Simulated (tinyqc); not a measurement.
Worked calculation: RKS/LDA (VWN5) in the sto-6g basis, for H2O, spin multiplicity 1. One step of it, computed by the program tinyqc.

Question. Iteration 1: diagonalisation and new density. Diagonalise F' = X^T F X, C = X C', fill 5 alpha and 5 beta electrons from the bottom; D = 2 C_occ C_occ^T. Each column has its largest component positive (the first on a tie).

Kohn-Sham matrix F (hartree), lower triangle:
```
             1O 1s      1O 2s     1O 2px     1O 2py     1O 2pz      2H 1s      3H 1s
1O 1s   -21.388045
1O 2s    -5.006909  -2.576596
1O 2px   -0.007482  -0.019856  -0.846585
1O 2py    0.023418   0.147570  -0.013636  -0.910880
1O 2pz   -0.054573  -0.251431  -0.009580   0.012224  -0.904832
2H 1s    -1.146882  -0.904856  -0.009802  -0.239165  -0.317684  -0.325326
3H 1s    -1.149500  -0.999083  -0.004868   0.407403  -0.376880  -0.364529  -0.672154
```

X, lower triangle:
```
            1O 1s      1O 2s    1O 2px     1O 2py     1O 2pz      2H 1s     3H 1s
1O 1s    1.022755
1O 2s   -0.137626   1.229908
1O 2px   0.000000   0.000000  1.000000
1O 2py   0.000000   0.000000  0.000000   1.100867
1O 2pz  -0.009418   0.109710  0.000000   0.000000   1.057579
2H 1s    0.019484  -0.282964  0.000000  -0.216916  -0.148974   1.197890
3H 1s    0.019484  -0.282964  0.000000   0.216916  -0.148974  -0.091794  1.197890
```

Give: F' = X^T F X; orbital energies; coefficients C; D after iteration 1.

Answer.

F' = X^T F X (hartree), lower triangle:
```
         1       2       3       4       5       6       7
1  -21.093
2   -2.388  -1.634
3   -0.005  -0.020  -0.847
4    0.008   0.140  -0.014  -0.808
5   -0.040  -0.168  -0.010   0.000  -0.856
6   -0.224  -0.368  -0.001  -0.213  -0.163   0.139
7   -0.216  -0.342  -0.001   0.255  -0.189  -0.094  -0.221
```

orbital energies (hartree): MO1 -21.389, MO2 -1.606, MO3 -0.910, MO4 -0.842, MO5 -0.807, MO6 -0.055, MO7 0.290

coefficients C:
```
           MO1     MO2     MO3     MO4     MO5     MO6     MO7
1O 1s    0.999  -0.227  -0.017   0.000   0.095   0.065   0.053
1O 2s    0.005   0.976   0.086   0.002  -0.444  -0.583  -0.454
1O 2px   0.000   0.023   0.265   0.959   0.099   0.002   0.006
1O 2py  -0.001  -0.189   0.847  -0.197  -0.296   0.422  -0.499
1O 2pz   0.003   0.342   0.381  -0.195   0.817  -0.395  -0.226
2H 1s   -0.001  -0.051   0.039  -0.015  -0.024   0.128   1.254
3H 1s   -0.002  -0.009  -0.096   0.011   0.142   1.225  -0.251
```

D after iteration 1, lower triangle:
```
         1O 1s   1O 2s  1O 2px  1O 2py  1O 2pz   2H 1s  3H 1s
1O 1s    2.118
1O 2s   -0.520   2.316
1O 2px  -0.001   0.008   2.000
1O 2py  -0.002   0.038   0.004   1.757
1O 2pz  -0.006   0.007   0.004   0.108   1.935
2H 1s    0.015  -0.072  -0.015   0.106  -0.038   0.010
3H 1s    0.030  -0.160  -0.003  -0.247   0.148  -0.014  0.059
```
